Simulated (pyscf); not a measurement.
`[CH3][CH2][SiH3]` + `[H][H]` -> `[CH4]` + `[CH2]=[SiH2]` + `[H][H]`, a multi-bond step (singlet surface; C–C, H–Si, H–H broken, C–H, H–H formed). Optimised with ωB97X-D3(BJ)/def2-SVP in PySCF. Energies in eV from the separated reactants.

GFN2-xTB: tblite. 

### Question
Quick GFN2-xTB single points give ΔE‡ = 4.63 eV and ΔE = +1.96 eV. What does ωB97M-D3(BJ)/def2-TZVP give, and how far is the quick result from it?

### Answer
ωB97M-D3(BJ)/def2-TZVP gives ΔE‡ = 4.93 eV and ΔE = +1.75 eV. GFN2-xTB lies 0.30 eV under it in the barrier and 0.21 eV over it in the reaction energy, so on this step it does not hold to within 0.13 eV. ωB97M-D3(BJ)/def2-TZVP has limits of its own. The same reactants have a lower exit, to •H₂C–CH₃ + SiH₃• + H₂ (no saddle counted: cutting one bond costs +3.88 eV at ωB97M-D3(BJ)/def2-TZVP, against +4.93 eV here). H₃C–CH₂–SiH₃ lies 0.56 eV over its isomer H₃C–SiH₂–CH₃ (electronic energy, ωB97M-D3(BJ)/def2-TZVP). This is the saddle that the search found; another between the same sides may lie lower.
